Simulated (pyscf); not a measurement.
`[F][GeH]` [singlet] + `[NH3]` -> `[NH2][GeH]` [singlet] + `[FH]`, a four-centre exchange (singlet surface; F–Ge, H–N broken, Ge–N, F–H formed). Optimised with ωB97X-D3(BJ)/def2-SVP in PySCF. MP2 and CC: frozen core, UHF for open shells. ΔMP2 is the change of the MP2 total energy from the triple- to the quadruple-zeta basis. Energies in eV from the separated reactants.

AM1 to PM7: differences of heats of formation from MOPAC, which are fitted to 298 K values and so differ in kind from electronic energies by zero-point and thermal terms. 

Quick PM7 single points give ΔE‡ = -0.24 eV and ΔE = -0.28 eV. What does CCSD(T)/def2-TZVPP + ΔMP2(QZVPP) give, and how far is the quick result from it?

CCSD(T)/def2-TZVPP + ΔMP2(QZVPP) gives ΔE‡ = 0.14 eV and ΔE = +0.20 eV. PM7 lies 0.38 eV under it in the barrier and 0.48 eV under it in the reaction energy, so on this step it does not hold to within 0.13 eV. CCSD(T)/def2-TZVPP + ΔMP2(QZVPP) has limits of its own. On the reactant side the descent ends in an adduct with a Ge–N contact (not fully relaxed), 0.96 eV under the separated species and 1.11 eV under the saddle at ωB97X-D3(BJ)/def2-TZVP. On the product side the descent ends in a complex, 0.18 eV under the separated species and 0.04 eV under the saddle at ωB97X-D3(BJ)/def2-TZVP. At CCSD(T) the saddle lies under the separated products, which points to a path from their complex (located at ωB97X-D3(BJ) alone), and parting the products costs more than the saddle. What is counted as formed (Ge–N) is already present as a longer contact in the reactant adduct; forming that adduct is a step of its own. This is the saddle that the search found; another between the same sides may lie lower. The CCSD(T) − MP2 part came from Ansatz, without density fitting, on the same reference. The frozen core leaves the outer d or s,p core shells of the metals and heavy elements correlated in the MP2 and CC values, and def2-TZVPP describes them poorly, which can shift differences by a few kcal/mol. In the def2 sets elements up to Kr have no core potential.
